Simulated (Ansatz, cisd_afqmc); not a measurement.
Species: COS, charge 0, triplet. This triplet is an excited state, 3.4 eV above the singlet at CCSD(T)/cc-pV(5+d)Z (Ansatz, a first-principles code). COS (parent SMILES O=C=S, triplet).
B3LYP-D3(BJ)/def2-TZVP minimum from Ansatz:
```xyz
3

O     -1.5809     0.0693     0.1906
C     -0.6388    -0.0449    -0.5088
S      1.0300    -0.0178     0.0955
```
Charge 0, spin multiplicity 3.

Total energies in cc-pV(D+d)Z, 16 correlated electrons, 7 frozen orbitals. UHF or UKS for unpaired electrons; spin-orbit terms are left out. Correlated methods leave the cores frozen. No relativity. AFQMC is phaseless with a CISD trial state; ± is one standard error, without the phaseless bias. Outlying blocks are dropped, and bars are widened where a walk drifts. Over all cases where full CI ran beside it in this data, AFQMC minus full CI had a median of +0.1 mEh and passed +0.4 mEh in a tenth of the cases. The UHF reference of COS (parent SMILES O=C=S, triplet) is spin-contaminated (<S^2> up to 0.03 over the pure value in the sets run). The spin of COS (parent SMILES O=C=S, triplet) was assumed, and the state is the lowest solution found for it.

```json
[
 {"method": "HF", "program": "Ansatz", "energy (Eh)": "-510.20617", "minus CCSDT(Q) (mEh)": "437.53"},
 {"method": "MP2", "program": "Ansatz", "energy (Eh)": "-510.60252", "minus CCSDT(Q) (mEh)": "41.17"},
 {"method": "CCSD", "program": "Ansatz", "energy (Eh)": "-510.62464", "minus CCSDT(Q) (mEh)": "19.06"},
 {"method": "CCSD(T)", "program": "Ansatz", "energy (Eh)": "-510.64068", "minus CCSDT(Q) (mEh)": "3.01"},
 {"method": "CCSDT(Q)", "program": "Ansatz", "energy (Eh)": "-510.64370", "minus CCSDT(Q) (mEh)": "0.00"},
 {"method": "AFQMC/CISD", "program": "cisd_afqmc", "energy (Eh)": "-510.6422 ± 0.0004", "minus CCSDT(Q) (mEh)": "1.5 ± 0.4"}
]
```

Rough core times of Ansatz's runs on a shared machine: CCSD(T) under 20 s, CCSDT(Q) 60 s.
